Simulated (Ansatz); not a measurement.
For Ge (P4₃2₁2, No. 96, 12 atoms in the cell; start mp-137; another form than the element's usual one), LDA in Ansatz (plane waves, PAW) gives:

lattice constant a: 5.877 Å
c axis length: 6.902 Å

Q: What does PBEsol (plane waves, PAW; Ansatz, a first-principles code) give for the same quantities?

A: 
- lattice constant a: 5.928 Å (goes up by 0.9 %)
- lattice parameter c: 6.960 Å (increases by 0.8 %)

Changes are worked out from the printed values.

Unless a cell is named, each level is at its own relaxed cell (LDA 19.87, PBEsol 20.38 Å³/atom).

Caveats: the relaxation could not lower the start's symmetry, so the cell can be a saddle point above a distorted one (LDA, PBEsol). Ansatz's density-functional and Hartree–Fock values are scalar-relativistic unless marked +SOC, with PAW data made under PBE.

A start named mp-… is a Materials Project structure, which need not be a measured phase.
